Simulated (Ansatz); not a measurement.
# Formulas on structure types

All numbers below come from DFT PBEsol, scalar-relativistic, plane waves, PAW in Ansatz 0.2.0. Settings: cutoff 420 eV, Γ-centred meshes no coarser than 0.19 Å⁻¹ for metals and 0.3 Å⁻¹ for insulators (2π included), Gaussian smearing.

Each formula was placed on the sites of the named type and relaxed at zero pressure without lowering the symmetry. No run is spin-polarised. The smearing is 0.1 eV for metals and 0.01 to 0.02 eV otherwise. The zero of energy is the elements' standard structures at the same level; no fitted shifts are applied.

The k mesh leaves about 4 meV/atom of noise in metals. Spin–orbit coupling is left out.

```tsv
formula	started on type	final group	a or a / b (Å)	c (Å)	V (Å³/atom)	E over elements (eV/atom)	gap on mesh (eV)
Ir	dhcp	P6_3/mmc	2.71	8.84	14.1	0.04	0.00
Pb	alpha-boron	R-3m	8.59	23.57	41.8	0.22	0.00
Pb	diamond	Fd-3m	6.91	6.91	41.2	?	0.00
Ir	diamond	Fd-3m	5.51	5.51	20.9	?	0.00
```

(1) E over elements (eV/atom) of Pb on the diamond type?

(2) E over elements (eV/atom) of Ir on the diamond type?

Answers

(1) 0.32

(2) 1.21